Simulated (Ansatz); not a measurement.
Input file:

```yaml
crystal:
  periodic: [false, false, false]
  atoms:
    - {symbol: W, position_ang: [0.000000, 0.000000, 1.458467]}
    - {symbol: N, position_ang: [0.000000, 0.000000, -0.225333]}
    - {symbol: H, position_ang: [0.000000, 0.000000, -1.233133]}
basis:
  gaussian: {orbitals: def2-SVP}
total_charge: 1
magnetization: {spin_polarized: false, initial_magnetization: 1}
correlation: {method: ccsdt_q, electrons: outside_noble_gas}
```

```sh
$ ansatz run in.yaml --threads 1 --pin off --events-out ev --progress --plain --max-ram 2393MiB
```

The program prints:

```
925 factors; integrals over basis functions are off by at most 1.9e-7 eV
mean field evaluation 1: about -3280.5145 eV, gradient 7.4e1 eV
mean field evaluation 2: about -3280.5204 eV, gradient 7.4e1 eV
mean field evaluation 4: about -3291.6613 eV, gradient 1.7e1 eV
mean field evaluation 8: about -3292.4952 eV, gradient 3.7e-1 eV
mean field evaluation 16: about -3292.4963 eV, gradient 8.9e-4 eV
mean field evaluation 32: about -3291.8506 eV, gradient 2.3e0 eV
mean field evaluation 64: about -3292.4963 eV, gradient 9.4e-3 eV
mean field evaluation 96: about -3284.0850 eV, gradient 2.6e1 eV
mean field evaluation 128: about -3292.5104 eV, gradient 1.5e-1 eV
mean field evaluation 160: about -3292.4958 eV, gradient 5.0e-2 eV
...
cycle  20  -9.39984632 eV  change   -1.7e-5 eV  update   1.7e-5
cycle  21  -9.39988507 eV  change   -3.9e-5 eV  update   1.3e-5
cycle  22  -9.39991378 eV  change   -2.9e-5 eV  update   6.5e-6
cycle  23  -9.39992438 eV  change   -1.1e-5 eV  update   3.9e-6
cycle  24  -9.39992608 eV  change   -1.7e-6 eV  update   2.3e-6
cycle  25  -9.39992683 eV  change   -7.6e-7 eV  update   1.5e-6
cycle  26  -9.39992837 eV  change   -1.5e-6 eV  update   8.5e-7
cycle  27  -9.39992864 eV  change   -2.7e-7 eV  update   5.4e-7
cycle  28  -9.39992899 eV  change   -3.5e-7 eV  update   3.0e-7
cycle  29  -9.39992969 eV  change   -7.0e-7 eV  update   1.9e-7
perturbative correction -0.00968558 eV, -0.0003559385 hartree
Total energy: -3301.90587854 eV, -121.3428029242 hartree
```

Ran on 1 thread of Arm Neoverse V2, shared host: 85 s wall, 0.91 GiB peak host memory.
